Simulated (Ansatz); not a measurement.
Process, species as SMILES: C=O (CH2-O) → [CH]=O (CH-O) + H atom
B3LYP-D3(BJ)/def2-TZVP geometries, fixed; electronic energies without zero-point terms.
Largest species:
```xyz
4

O     -0.0009    -0.0102     0.6728
C      0.0007     0.0079    -0.5259
H     -0.0027     0.9554    -1.0993
H      0.0057    -0.9218    -1.1276
```
Charge 0, spin multiplicity 1.

Basis-set convergence of the bond dissociation energy at MP2 with Ansatz (an electronic-structure program). Cartesian d functions, on some or all atoms, in 6-31G**; all else is spherical. Cores are frozen. Open shells are unrestricted. No added dispersion term, no relativity. Functions are those of the species that has most. Reference: Hartree-Fock in aug-cc-pVQZ plus the correlation part extrapolated as X^-3 from aug-cc-pVTZ and aug-cc-pVQZ, 94.09 kcal/mol, itself unsure by roughly 0.23 kcal/mol (a third of the extrapolation step and of the last Hartree-Fock step). Deviations are taken from unrounded values.

```json
[
 {"basis": "3-21G", "functions": "22", "bond dissociation energy (kcal/mol)": "83.10", "minus reference (kcal/mol)": "-11.00"},
 {"basis": "6-31G", "functions": "22", "bond dissociation energy (kcal/mol)": "84.86", "minus reference (kcal/mol)": "-9.23"},
 {"basis": "6-31G**", "functions": "40", "bond dissociation energy (kcal/mol)": "90.63", "minus reference (kcal/mol)": "-3.47"},
 {"basis": "def2-SVPD", "functions": "59", "bond dissociation energy (kcal/mol)": "90.61", "minus reference (kcal/mol)": "-3.48"},
 {"basis": "def2-TZVP", "functions": "74", "bond dissociation energy (kcal/mol)": "90.31", "minus reference (kcal/mol)": "-3.78"},
 {"basis": "def2-TZVPP", "functions": "90", "bond dissociation energy (kcal/mol)": "92.34", "minus reference (kcal/mol)": "-1.76"},
 {"basis": "jun-cc-pV(T+d)Z", "functions": "106", "bond dissociation energy (kcal/mol)": "92.52", "minus reference (kcal/mol)": "-1.58"},
 {"basis": "cc-pVQZ", "functions": "170", "bond dissociation energy (kcal/mol)": "93.35", "minus reference (kcal/mol)": "-0.74"},
 {"basis": "aug-cc-pVQZ", "functions": "252", "bond dissociation energy (kcal/mol)": "93.49", "minus reference (kcal/mol)": "-0.60"}
]
```
